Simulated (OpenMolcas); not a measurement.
**FNO-MP2/aug-cc-pVDZ (RICD fitting, virtual fraction 0.5) run of C2ClF3 (chlorotrifluoroethylene)**

Aim: the energy change on altering one bond length of C2ClF3 (chlorotrifluoroethylene) at FNO-MP2/aug-cc-pVDZ (RICD fitting, virtual fraction 0.5), from 2 runs. 

The calculation is run with OpenMolcas 26.06.

### 1 The structure to begin with

The species is C2ClF3 (6 atoms), meant as a singlet with charge 0. SMILES: `FC(F)=C(F)Cl`. The coordinates come from a GFN2-xTB relaxation.

Bond lengths: F1–C2 1.321 Å, C2–F3 1.321 Å, C2–C4 1.332 Å, C4–F5 1.334 Å, C4–Cl6 1.708 Å. Angles: F1–C2–F3 111.5°, F1–C2–C4 124.9°, F3–C2–C4 123.6°, C2–C4–F5 120.5°, C2–C4–Cl6 124.2°, F5–C4–Cl6 115.3°.

### 2 A single-point energy at FNO-MP2/aug-cc-pVDZ (RICD fitting, virtual fraction 0.5)

struct.xyz

```xyz
6

F      0.753500    -1.669170     0.131800
C     -0.077040    -0.646760     0.235640
F     -1.177330    -0.979550     0.887500
C      0.151140     0.571920    -0.249990
F      1.284840     0.841200    -0.899610
Cl    -0.935120     1.882370    -0.105330
```

job.inp

```
&GATEWAY
  BasLib=$CurrDir
  Coord=struct.xyz
  Basis=aug-cc-pVDZ
  Group=NoSym
  RICD

&SEWARD

&SCF
  PrOrbitals=0

&MBPT2
  FNOMP2=0.5
  DoMP2
  Frozen=10
```

The basis set aug-cc-pVDZ is read from a file made from the Basis Set Exchange's data (not shown).

Command:

```bash
$ export MOLCAS_MEM=1860
$ pymolcas job.inp > job.log
```

The program printed:

```text
--- Start Module: gateway ---
[...]
--- Stop Module: gateway /rc=_RC_ALL_IS_WELL_ ---
[...]
      Basis functions          142
[...]
--- Start Module: scf ---
[...]
       Convergence after  12 Iterations
[...]
::    Total SCF energy                               -833.5339452861
[...]
      Total spin, S                                     0.0000000000
[...]
      Total electronic charge=   56.000000
      Total            charge=   -0.000000
[...]
      Dipole Moment (debye):
      Origin of the operator (angstrom)=   -0.1333    0.2638   -0.0136
                   X= -4.3327E-01               Y=  2.8055E-01               Z=  1.3148E-01           Total=  5.3265E-01
      Quadrupole Moment (debye*angstrom):
[...]
--- Stop Module: scf /rc=_RC_ALL_IS_WELL_ ---
[...]
--- Start Module: mbpt2 ---
[...]
WARNING!
Default frozen orbitals as non valence orbitals is overwritten by user input.
Default values:  10
[...]
       Reference weight ( Cref**2 )         =        0.79078
::    Total MBPT2 energy                             -834.4972452721
[...]
--- Stop Module: mbpt2 /rc=_RC_ALL_IS_WELL_ ---
[...]
```

Run time: 11 s. Hardware: 1 thread of Arm Neoverse V1, shared host; peak memory 0.092 GiB.

### 3 The distorted shape, same level

Changes to struct.xyz since step 2:

```diff
@@ -2,3 +2,3 @@
 
-F      0.753500    -1.669170     0.131800
+F      0.836580    -1.771443     0.121413
 C     -0.077040    -0.646760     0.235640
```

Changes to job.inp since step 2:

```diff
@@ -1 +1,3 @@
+* C2ClF3 FNO-MP2
+
 &GATEWAY
```

The basis set aug-cc-pVDZ is read from a file made from the Basis Set Exchange's data (not shown).

Command:

```bash
$ export MOLCAS_MEM=1860
$ pymolcas job.inp > job.log
```

The program printed:

```text
--- Start Module: gateway ---
[...]
--- Stop Module: gateway /rc=_RC_ALL_IS_WELL_ ---
[...]
      Basis functions          142
[...]
--- Start Module: scf ---
[...]
       Convergence after  12 Iterations
[...]
::    Total SCF energy                               -833.5163956111
[...]
      Total spin, S                                     0.0000000000
[...]
      Total electronic charge=   56.000000
      Total            charge=   -0.000000
[...]
      Dipole Moment (debye):
      Origin of the operator (angstrom)=   -0.1196    0.2470   -0.0153
                   X= -8.1043E-01               Y=  9.8152E-01               Z=  1.0652E-01           Total=  1.2773E+00
      Quadrupole Moment (debye*angstrom):
[...]
--- Stop Module: scf /rc=_RC_ALL_IS_WELL_ ---
[...]
--- Start Module: mbpt2 ---
[...]
WARNING!
Default frozen orbitals as non valence orbitals is overwritten by user input.
Default values:  10
[...]
       Reference weight ( Cref**2 )         =        0.78684
::    Total MBPT2 energy                             -834.4891333198
[...]
--- Stop Module: mbpt2 /rc=_RC_ALL_IS_WELL_ ---
[...]
```

Run time: 11 s. Hardware: 1 thread of Arm Neoverse V1, shared host; peak memory 0.093 GiB.

### 4 Summary of results

At FNO-MP2/aug-cc-pVDZ (RICD fitting, virtual fraction 0.5), 10 core orbitals frozen:

| quantity | value |
| --- | --- |
| first shape: total energy | -834.49725 Eh |
| first shape: dipole moment (mean-field density) | 0.53 D |
| first shape: HOMO energy (Hartree–Fock orbitals) | -10.69 eV |
| first shape: LUMO energy (Hartree–Fock orbitals) | 1.71 eV |
| first shape: HOMO–LUMO gap (Hartree–Fock orbitals) | 12.41 eV |
| first shape: correlation energy (10 core orbitals frozen) | -963.3 mEh |
| distorted shape: total energy | -834.48913 Eh |
| distorted shape: dipole moment (mean-field density) | 1.28 D |
| distorted shape: HOMO energy (Hartree–Fock orbitals) | -11.04 eV |
| distorted shape: LUMO energy (Hartree–Fock orbitals) | 1.66 eV |
| distorted shape: HOMO–LUMO gap (Hartree–Fock orbitals) | 12.70 eV |
| distorted shape: correlation energy (10 core orbitals frozen) | -972.7 mEh |
| energy change with the F1–C2 bond stretched from 1.321 to 1.453 Å | 0.221 eV |

With the F1–C2 bond stretched from 1.321 to 1.453 Å the energy rises by 0.22 eV (21.3 kJ/mol). The first shape isn't relaxed at this level, so the change isn't measured from a minimum. Mulliken charges (distorted shape) of the mean-field density run from -0.61 on F5 to +1.59 on C2; in a basis this large or diffuse they mean little.
